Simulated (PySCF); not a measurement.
chloroform (CHCl₃), SMILES ClC(Cl)Cl. Atoms are numbered in the order given.

```xyz
5

Cl     1.4730    -0.8504    -0.0839
C      0.0000     0.0000     0.4540
Cl     0.0000     1.7009    -0.0839
Cl    -1.4730    -0.8504    -0.0839
H      0.0000     0.0000     1.5571
```

Geometry optimised at PBE-D3(BJ)/def2-SVP.

Two levels are set side by side: PBE/pcJ-1 (PySCF) and B3LYP/pcJ-1 (PySCF). One-bond couplings, all four terms, same geometry. Isotopes: 13C, 1H, 35Cl. Differences are taken from unrounded values.

```tsv
quantity	PBE
¹J(C2,H5) (Hz)	212.4
```

Question: These are the PBE values. What does B3LYP give? (An estimate is asked for; the answer gives what the named calculation found.)

Answer: 
```json
[
 {"quantity": "¹J(C2,H5) (Hz)", "B3LYP": "225.2", "PBE minus B3LYP": "-12.9"}
]
```

Rough cost on one machine, each run with all the roots and properties that it gave: B3LYP against PBE about 3 times.
